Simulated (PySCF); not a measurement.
A GIAO shielding run with PySCF 2.14.0 with density-fitted response routines (density fitting, non-relativistic, gas phase) on SMILES n1cpc[nH]1, C2H3N2P:

```
$ OMP_NUM_THREADS=1 python probes_run.py task.json out

{"job": {"kind": "nmr", "xc": "PBE0", "basis": "cc-pVDZ", "pop": true}, "charge": 0, "multiplicity": 1}
C      0.948710     0.164363    -0.973975
N      0.757826     0.944673     0.069203
N     -0.247745     0.456816     0.779880
C     -0.846621    -0.666047     0.342991
P     -0.127125    -1.236561    -1.123238
H      1.750554     0.432309    -1.665943
H     -0.508684     0.962305     1.619968
H     -1.674652    -1.077241     0.920876
```

Hardware: 1 thread of an Arm Neoverse V2, shared host. The job also computes population analyses, field gradients, ring-centre shieldings.

(1) How large is the calculation?

(2) How long does it take, and how much memory does it need?

(3) And these other runs on the same molecule and hardware: GIAO shielding at PBE0/IGLO-III; GIAO shielding at PBE0/aug-cc-pVDZ; GIAO shielding at PBE0/cc-pVTZ; GIAO shielding at PBE0/pcSseg-0?

Results:

(1) 44 electrons, 89 basis functions and 529 auxiliary functions.

(2) 4.8 s of wall time, with 14 SCF cycles and 5 response iterations; peak memory 0.47 GiB. Times on a shared host scatter by some tens of per cent.

(3) PBE0/IGLO-III: 214 functions, 19 s; PBE0/aug-cc-pVDZ: 146 functions, 11 s; PBE0/cc-pVTZ: 196 functions, 15 s; PBE0/pcSseg-0: 55 functions, 2.8 s.
